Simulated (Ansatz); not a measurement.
# CH6BN: the cost of one run

Program: Ansatz 0.2.0. Level of theory: RKS PBE0/def2-SVP. These are calculated values, not measurements.

### 1 The structure to begin with

Bond lengths: B1–N2 1.750 Å, N2–H3 1.060 Å, N2–H4 1.060 Å, B1–C6 1.600 Å, C6–H7 1.110 Å, C6–H8 1.110 Å, C6–H9 1.110 Å. Angles: B1–N2–H3 85.1°, B1–N2–H4 153.2°, H3–N2–H4 120.0°, N2–B1–C6 156.2°, B1–C6–H7 109.5°, B1–C6–H8 109.5°, B1–C6–H9 109.5°, H7–C6–H8 109.4°, H7–C6–H9 109.4°, H8–C6–H9 109.4°.

As a file:

```xyz
9

B     0.0000    0.0000    0.0000
N     1.0346    0.0000    1.4114
H     0.1576   -0.2713    1.9414
H     1.9116    0.2713    1.9414
H     1.3899    0.0000   -0.0116
C    -1.3856    0.0000   -0.8000
H    -1.9458   -0.9305   -0.5708
H    -1.9898    0.8797   -0.4946
H    -1.1839    0.0508   -1.8903
```

### 2 Pulling towards end A

Springs on the bonds that form and break draw the guess towards this end; the thresholds are loose.

File input.yaml:

```yaml
crystal:
  periodic: [false, false, false]
  atoms:
    - { symbol: B, position_ang: [0.0, 0.0, 0.0] }
    - { symbol: "N", position_ang: [1.0346, 0.0, 1.4114] }
    - { symbol: H, position_ang: [0.1576, -0.2713, 1.9414] }
    - { symbol: H, position_ang: [1.9116, 0.2713, 1.9414] }
    - { symbol: H, position_ang: [1.3899, 0.0, -0.0116] }
    - { symbol: C, position_ang: [-1.3856, 0.0, -0.8] }
    - { symbol: H, position_ang: [-1.9458, -0.9305, -0.5708] }
    - { symbol: H, position_ang: [-1.9898, 0.8797, -0.4946] }
    - { symbol: H, position_ang: [-1.1839, 0.0508, -1.8903] }
basis:
  gaussian: { orbitals: def2-SVP }
hamiltonian:
  xc: pbe0
relax:
  f_tol: 0.15
  max_steps: 25
  restrain:
    - { distance: [1, 4], at: 2.26, k: 30.0 }
    - { distance: [0, 1], at: 1.55, k: 30.0 }
    - { distance: [0, 4], at: 1.19, k: 30.0 }
output:
  orbitals: {}
```

Started as:

```sh
$ ansatz run input.yaml --threads 1 --pin off --max-ram 2048MiB --backend cpu --events-out ev --progress --plain --runs-dir out
```

**Question.** How long does this run take on 1 thread of Arm Neoverse V2, shared host, and how much memory does it need?

About 15 s, with a peak of 0.14 GiB.
